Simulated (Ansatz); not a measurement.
```yaml
crystal:
  periodic: [false, false, false]
  atoms:
    - {symbol: C, position_ang: [-0.440421, 0.813233, -0.807790]}
    - {symbol: O, position_ang: [0.037028, 0.557805, 0.585022]}
    - {symbol: C, position_ang: [0.540651, -0.792232, 0.762223]}
    - {symbol: F, position_ang: [1.674440, -0.569329, -0.128369]}
    - {symbol: H, position_ang: [-1.493829, -0.097250, -0.716872]}
    - {symbol: Xx, position_ang: [-1.186775, 1.773994, -0.335428]}
    - {symbol: H, position_ang: [0.242615, 1.142201, -1.597865]}
    - {symbol: H, position_ang: [-0.173537, -1.446700, 0.258326]}
    - {symbol: H, position_ang: [0.828808, -0.707491, 1.618820]}
basis:
  gaussian: {orbitals: def2-mTZVP}
magnetization: {spin_polarized: true, initial_magnetization: 0}
hamiltonian: {xc: {name: B97}}
output: {forces: true}
```

```sh
$ ansatz run in.yaml --threads 4 --pin off --events-out ev --progress --plain --max-ram 10444MiB
```

Shortened log:

```
Error: YAML parse error: error: line 9 column 16: `Xx` is not an element symbol (H … Og, case-exact)
 7 |     - {symbol: F, position_ang: [1.674440, -0.569329, -0.128369]}
 8 |     - {symbol: H, position_ang: [-1.493829, -0.097250, -0.716872]}
 9 |     - {symbol: Xx, position_ang: [-1.186775, 1.773994, -0.335428]}
10 |     - {symbol: H, position_ang: [0.242615, 1.142201, -1.597865]}
11 |     - {symbol: H, position_ang: [-0.173537, -1.446700, 0.258326]}
```

Problem. Something in this input is off. What?

Solution. An element symbol is wrong. The program refused the input.
